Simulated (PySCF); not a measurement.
Work out the structure from these simulated measurements.

Formula: C3H4O.

| Item | Value |
| --- | --- |
| Couplings | largest of the computed one-bond spin–spin couplings (means over like bonds): 13C–1H +168.7 (×4), 17O–13C +40.0, 13C–13C +25.2 (×2), 13C–13C +12.1 Hz [B3LYP/pcJ-1] |
| Dipole | 2.85 D [PBE0/pcSseg-1] |
| NMR, other nuclei | isotropic shieldings of nuclei other than C and H, by class: -318 (1 O) ppm [GIAO PBE0/pcSseg-1] |
| 1H NMR | chemical shifts (computed TMS as zero) by class: 1.41 (4 H) ppm [GIAO PBE0/pcSseg-1] |
| 13C NMR | chemical shifts (computed TMS as zero) by class: 213.4 (1 C), 3.8 (2 C) ppm [GIAO PBE0/pcSseg-1] |
| Rotational structure | rotational constants A, B, C: 20.505, 7.459, 5.906 GHz [PBE0-D3(BJ)/def2-SVP] |

Gas-phase values; electronic properties from PySCF, density fitting. Levels stand in brackets. Geometry: PBE0-D3(BJ)/def2-SVP; no solvent, vibrations or thermal averaging. Each NMR value is the plain mean over a class of atoms that symmetry, rotation or inversion makes alike.

Question: Propose a structure and show how it fits.

Answer: Numbering: `[O:1]=[C:2]1[CH2:3][CH2:4]1`. Its formula, C3H4O, gives 2 degrees of unsaturation: 1 ring and 1 π bond in the structure found. 3 carbons fall into 2 classes; from least to most shielded: ketone carbonyl carbon [C2] (213.4 ppm), sp3 carbon next to a carbonyl [C3/C4] (3.8 ppm, 2 C). All hydrogens form one class (1.41 ppm): methylene hydrogen. The other shieldings belong to: -318 ppm, ketone oxygen [O1]. The couplings run between: +168.7 Hz, sp3 carbon next to a carbonyl [C3] and its hydrogen (with 3 like pairs); +40.0 Hz, ketone oxygen [O1] and ketone carbonyl carbon [C2]; +25.2 Hz, ketone carbonyl carbon [C2] and sp3 carbon next to a carbonyl [C3] (with 1 like pair); +12.1 Hz, sp3 carbon next to a carbonyl [C3] and sp3 carbon next to a carbonyl [C4]. The optimised geometry has point group C2v and is an asymmetric top. Structure: cyclopropanone, `O=C1CC1`. Computed isomers that give other values at the same levels: `C#CCO` (rotational constant A: 36.062 GHz; this holds for the one conformer computed); `CC=C=O` (rotational constant A: 40.029 GHz; this holds for the one conformer computed). The assignments are read from this structure; whether some other isomer fits the data as well wasn't checked.
